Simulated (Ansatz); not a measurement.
Basis sets compared for the cluster Li2H2. Charge 0, multiplicity 1. Geometry PBE-D4/def2-TZVP. Ansatz on 4 threads of Arm Neoverse V1 on a shared host; times are rough, and most runs start from earlier orbitals.

Cartesian coordinates in Å:
```
Li 0.5420 -0.3264 -0.9496
Li -0.5408 0.3393 0.9457
H -1.1583 -0.0846 -0.6321
H 1.1571 0.0717 0.6360
```

The structure comes from a short search, and lower isomers may exist.

Binding counts from free atoms (Li doublet, H doublet) in the same basis, without a counterpoise term.

| level | functions | energy (Eh) | HOMO (eV) | LUMO (eV) | binding per atom (eV) | wall time |
| --- | --- | --- | --- | --- | --- | --- |
| HF/STO-3G | 12 | -15.7959 | -8.10 | 2.90 | 1.58 | 0.05 s |
| HF/6-31G | 22 | -16.0283 | -8.54 | 0.89 | 1.15 | 0.1 s |
| PBE-D4/def2-SVP | 28 | -16.1551 | -4.53 | -0.84 | 1.70 | 0.2 s |
| PBE-D4/def2-TZVP | 40 | -16.1685 | -4.68 | -0.89 | 1.67 | 0.2 s |
| r2SCAN-D4/def2-TZVP | 40 | -16.2085 | -4.89 | -0.11 | 1.70 | 0.5 s |
| PBE0-D4/def2-SVP | 28 | -16.1682 | -5.69 | -0.37 | 1.69 | 0.2 s |
| PBE0-D4/def2-TZVP (with forces) | 40 | -16.1801 | -5.82 | -0.39 | 1.66 | 0.25 s |

Question: Estimate the rows for PBE-D4/def2-TZVPD, r2SCAN-D4/def2-TZVPD, PBE0-D4/def2-TZVPD.

Answer: 
| level | functions | energy (Eh) | HOMO (eV) | LUMO (eV) | binding per atom (eV) | wall time |
| --- | --- | --- | --- | --- | --- | --- |
| PBE-D4/def2-TZVPD | 52 | -16.1705 | -4.66 | -0.92 | 1.68 | 0.25 s |
| r2SCAN-D4/def2-TZVPD | 52 | -16.2110 | -4.84 | -0.11 | 1.71 | 0.6 s |
| PBE0-D4/def2-TZVPD | 52 | -16.1824 | -5.78 | -0.45 | 1.68 | 0.25 s |
